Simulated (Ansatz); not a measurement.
Consider the isomerisation: `C1=NCOC1` → `N=C1CCO1`.

Isolated molecules relaxed with PBE0-D4/def2-TZVP in Ansatz; ΔE leaves out vibrations. CCSD(T)/CBS is the MP2 limit (def2-TZVPP, def2-QZVPP) plus CCSD(T) − MP2 in def2-TZVPP, frozen cores. DFT in def2-TZVPP. B3LYP here is the variant with VWN-RPA as its local correlation; programs differ in this. HSE06 is defined as in plane-wave codes. Each species was taken in one conformer, which may not be the lowest.

| level | ΔE (kJ/mol) | difference from CCSD(T)/CBS |
| --- | --- | --- |
| PBE-D4 | -6.5 | -14.0 |
| PBE0-D4 | 0.5 | -7.0 |
| B3LYP-D4 | 2.6 | -4.9 |
| r2SCANh-D4 | -0.5 | -8.0 |
| r2SCAN0-D4 | 2.5 | -5.0 |
| BHLYP-D4 | 10.3 | 2.8 |
| revPBE | -9.6 | -17.1 |
| PBE0 | -0.1 | -7.6 |
| r2SCANh | -0.7 | -8.2 |
| HSE06 | 0.0 | -7.5 |
| CAM-B3LYP | 4.1 | -3.4 |
| LC-ωPBE | -0.9 | -8.4 |
| HF/def2-SVP | 19.0 | 11.5 |
| MP2/def2-SVP | 3.2 | -4.3 |
| CCSD(T)/def2-SVP | 8.3 | 0.8 |
| SCS-MP2/def2-TZVPP | 5.5 | -2.0 |
| CCSD(T)/CBS | 7.5 | 0 |

Largest T1 diagnostic among the species: 0.014.

In def2-TZVPP, CCSD(T) changes the Hartree–Fock value by −9.7 kJ/mol (the triples alone add −1.9 kJ/mol) and MP2 by −13.1 kJ/mol. From r2SCAN to r2SCAN0 (25 % exact exchange), in def2-TZVPP and without D4, ΔE moves by +5.2 kJ/mol.
